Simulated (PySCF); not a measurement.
Gas-phase reaction: 3 SiH2Cl + 3 SiH3 = c-Si3H6 + 3 SiH3Cl, at 500 K and a standard pressure of 1 bar. Level: B3LYP/def2-TZVP†.

Method: PySCF energies plus ideal-gas RRHO corrections (1 bar). † marks an energy on the PBE0/def2-TZVP geometry and frequencies. Open shells (unrestricted): SiH2Cl (multiplicity 2), SiH3 (multiplicity 2); the rest are closed-shell singlets. B3LYP is the form with VWN-RPA correlation. SiH2Cl, c-Si3H6: computed as isolated molecules; such fragments, hydroxides, amides, oligomers or adducts are transient or little studied in the gas. The harmonic model lacks anharmonicity and excited electronic states, which grow with temperature; levels with a mode under 35 cm⁻¹ are left out.

```tsv
species	E (Ha)	H(500 K) − E (kJ/mol)	S°(500 K) (J/mol/K)
SiH2Cl	-750.94514	65.3	289.6
SiH3	-291.26257	75.1	240.4
c-Si3H6	-872.12747	173.3	371.0
SiH3Cl	-751.59756	92.2	281.7
```
E: electronic energy; H − E holds the zero-point and thermal terms. 1 Ha = 2625.5 kJ/mol.

**Question.** Work out ΔH°, ΔS°, ΔG° and log10 K from these numbers.

**Answer.** 1. ΔE = 1×(-872.12747) + 3×(-751.59756) − 3×(-750.94514) − 3×(-291.26257) = -0.29702 Ha = -779.8 kJ.
2. Δ(H − E) = 1×(173.3) + 3×(92.2) − 3×(65.3) − 3×(75.1) = 28.7 kJ, so ΔH° = -751.1 kJ.
3. ΔS° = 1×(371.0) + 3×(281.7) − 3×(289.6) − 3×(240.4) = -373.9 J/K; the number of gas molecules changes by -2.
4. ΔG° = ΔH° − TΔS° = -751.1 − 500×(-373.9)/1000 = -564.2 kJ.
5. log10 K = −ΔG°/(RT ln 10) = 58.96, with RT ln 10 = 9.57 kJ/mol; at standard pressures the products are favoured.
6. A shift of 10 kJ in ΔE would move log10 K by 1.04 here.
For scale, ΔH°(298 K) is -753 kJ at this level, -840 kJ at ωB97M-V/def2-TZVP†, and runs from -895 to -550 kJ over the 20 levels computed.
